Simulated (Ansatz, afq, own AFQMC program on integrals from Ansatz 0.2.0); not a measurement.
Where AFQMC and coupled cluster stand for BH₄, doublet

```yaml
atoms:
  - { symbol: H, position_ang: [-2.2267, 0.0000, 0.0000] }
  - { symbol: H, position_ang: [-1.2647, 0.0000, 0.0000] }
  - { symbol: B, position_ang: [0.1943, 0.0000, 0.0000] }
  - { symbol: H, position_ang: [0.7034, 0.0000, 1.0770] }
  - { symbol: H, position_ang: [0.7034, 0.0000, -1.0770] }
```

Basis cc-pVTZ. Noble-gas cores (and the filled d shells of Ga–Kr and In–Xe) are frozen. Ansatz 0.2.0 and our own AFQMC program on the same integrals; the CISD trial comes from CCSD amplitudes, and released means the phaseless constraint is let go. ± is one standard error of the sampling.

Determinant: UHF, the one that the program's search chose, which needn't be the lowest solution. The geometry is a point of a scan.

No full CI on the walks' own integrals is used here; CCSDT(Q) serves as the reference and is uncertain by about the last step of the cluster series.

* T1 diagnostic: 0.0146
* weight of the determinant in the CISD state: 0.926
* ⟨S²⟩ of the determinant: 0.781
* size of the correlated space: 7 electrons in 85 orbitals

```csv
level,correlation energy (eV)
MP2,-3.3373
CCSD,-4.0747
CCSD(T),-4.1625
```

Problem. Estimate where AFQMC with the constraint released lies against CCSD(T) on the same integrals.

Solution. 1.9 ± 0.2 kJ/mol below CCSD(T).

Reference: CCSDT(Q), correlation energy -4.182 eV. The released energy is read at 2.40 1/Eh (meV from the phaseless value at times in 1/Eh: -2.7 ± 1.9 at 0.24, -4.0 ± 1.9 at 0.51, -6.7 ± 1.4 at 0.99, -9.0 ± 2.3 at 1.62, -8.7 ± 2.0 at 2.40).

| level | E − E(reference) (kJ/mol) | share of correlation (%) |
| --- | --- | --- |
| CCSD(T) | 1.9 | 99.54 |
| CCSDT | 0.2 | 99.95 |
| ph-AFQMC/HF | -0.3 ± 1.6 | 100.08 |
| ph-AFQMC/CISD | 0.8 ± 0.2 | 99.81 |
| released AFQMC | -0.1 ± 0.2 | 100.02 |

A walk keeps the symmetry of its determinant, which the program's search chose and which needn't be the lowest solution, so a lower state of the same spin and another symmetry isn't excluded. Released energies are given only where the last usable release times agree within the noise; a slower fall can still hide under it.
